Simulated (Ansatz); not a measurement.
Relaxed structures of CH$_{6}$BS (charge +1), closed shell (PBE0-D4/def2-TZVP; forces vanish, vibrations not checked; lower isomers may exist, and structures with a doubtful reference or unclear bonds are left out; Å). Ansatz 0.2.0; basis: def2-TZVPP; cores frozen in the correlated methods.

Task: Rank them by CCSD(T) energy, lowest first, and give each one's height above the lowest. Links in brackets join atoms within 1.22 times the sum of their covalent radii (1.1 for two metals). (An estimate is asked for; the value comes from the calculation.)
A.
CH₆BS ([SH2][CH][BH]1[H][H]1), total charge +1
```
9
angstrom
C 0.1520 -0.4504 -0.3753
B -0.4802 0.8179 -0.2556
S 0.3926 -1.4862 1.0142
H -0.9960 1.1470 -1.5084
H -0.2313 1.4697 -1.4580
H -0.9097 1.5334 0.5781
H 0.4359 -0.9648 -1.2867
H 1.6768 -1.2340 1.3837
H -0.1303 -0.7164 1.9939
```
B.
CH₆BS ([CH3][BH][SH2]), total charge +1
```
9
angstrom
C -0.6176 0.9223 -0.5835
B 0.1411 -0.3894 -0.4939
S 0.2173 -1.3276 1.1816
H -1.2744 0.9058 -1.4622
H 0.1336 1.6910 -0.8344
H -1.1746 1.2576 0.2906
H 0.6959 -1.0098 -1.3391
H 1.5030 -1.7403 1.1859
H 0.3755 -0.3097 2.0550
```
C.
CH₆BS ([BH2][SH][CH3]), total charge +1
```
9
angstrom
C -0.5866 1.0345 -0.6315
B 0.4588 -1.1652 1.0942
S 0.8463 -0.0125 -0.3020
H -1.4701 0.4311 -0.8226
H -0.3290 1.6596 -1.4855
H -0.7113 1.6523 0.2580
H 0.8795 -0.8485 -1.3601
H 0.9836 -2.2237 1.0337
H -0.2041 -0.7083 1.9617
```

Result: The calculation gives: B (0.0 kJ/mol), C (39.1 kJ/mol), A (258.5 kJ/mol). Heights count from the lowest.

T1 diagnostic: at most 0.013.

For scale, one of the runs: CCSD(T)/def2-TZVPP, 188 basis functions, launched by `ansatz run in.yaml --threads 2 --pin off --events-out ev --progress --plain --max-ram 4352MiB`. The run took 29 s on 2 CPU threads of an Arm Neoverse V2 (shared host), with 1.9 GiB of host memory at its peak.
